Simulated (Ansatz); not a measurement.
Consider the substitution at a C–F bond: `O/C=C\F` + HCl → `O/C=C\Cl` + H–F.

Computed with Ansatz on PBE0-D4/def2-TZVP structures; ΔE is electronic, products minus reactants. CCSD(T)/CBS adds triple-zeta CCSD(T) − MP2 to the extrapolated MP2 energy (def2 sets, frozen cores). This one scheme is used for every species. Double bonds are as drawn, so ΔE can hold a change between cis and trans. DFT in def2-TZVPP. One conformer a species, not always the lowest.

```tsv
level	ΔE (kcal/mol)
BLYP-D4	-6.3
r2SCAN-D4	-6.8
BLYP	-4.6
HF/CBS(def2)	-3.1
```

Q: What does CCSD(T)/CBS give? (An estimate is asked.)

A: The calculation gave: -8.9 kcal/mol. The listed levels differ from it by 2.6, 2.1, 4.3, 5.8 kcal/mol.

Largest T1 diagnostic among the species: 0.013.

At CCSD(T), def2-SVP lies +5.7 kcal/mol from the extrapolated value and def2-TZVPP +1.4 kcal/mol. Leaving LDA and LC-ωPBE aside and taking each functional with its dispersion term where it has one, the values, not all of them listed here, spread over 3.6 kcal/mol, from PBE-QIDH to CAM-B3LYP-D4.
